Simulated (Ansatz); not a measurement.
**Worked example: CHNSi⁺, doublet against CHNSi, triplet**

Geometry (PBE0/def2-TZVP stationary point of a triplet), kept for both states (CHNSi, triplet: A''; CHNSi⁺, doublet: A'):

```xyz
4

C     0.0000   -0.7848    0.7802
N     0.0000    0.4093    1.1140
Si    0.0000    0.0986   -0.9607
H     0.0000    0.9166    1.9911
```

Basis cc-pVDZ; Ansatz 0.2.0. Correlated methods freeze the noble-gas cores. R marks a restricted (for open shells ROHF) determinant, U an unrestricted one.

Full CI isn't at hand for all of this; UCCSDT(Q) serves as the reference, and is uncertain by about the last step of the cluster series.

```tsv
level	E(CHNSi, triplet) (hartree)	E(CHNSi⁺, doublet) (hartree)
UHF	-381.701134	-381.460683
UMP2	-382.031957	-381.786622
UCCSD(T)	-382.078427	-381.831608
PBE	-382.541160	-382.281926
B3LYP	-382.813897	-382.555900
UCCSDT(Q)	-382.081277	-381.834387
```

Task: Give the vertical gap, CHNSi⁺ doublet less CHNSi triplet, at each level in eV (1 hartree = 27.2114 eV), and each error against UCCSDT(Q).

Result: UCCSDT(Q): (-381.834387 − (-382.081277)) × 27.2114 = 6.718 eV (the reference)
B3LYP: (-382.555900 − (-382.813897)) × 27.2114 = 7.020 eV, error 0.302 eV
PBE: (-382.281926 − (-382.541160)) × 27.2114 = 7.054 eV, error 0.336 eV
UCCSD(T): (-381.831608 − (-382.078427)) × 27.2114 = 6.716 eV, error -0.002 eV
UMP2: (-381.786622 − (-382.031957)) × 27.2114 = 6.676 eV, error -0.042 eV
UHF: (-381.460683 − (-381.701134)) × 27.2114 = 6.543 eV, error -0.175 eV

Total energies of functionals can't be set beside those of wave-function methods, since they hold the core's correlation and their own absolute errors; only the differences compare.

In so small a basis the reference is far from its limit while semilocal and hybrid functionals are nearer theirs, so the functionals' errors here hold much of the reference's basis and frozen-core error, which can add to them or hide them.

Each level lands on the state that its own search finds. T1 diagnostics of restricted CCSD: 0.031 and 0.032.
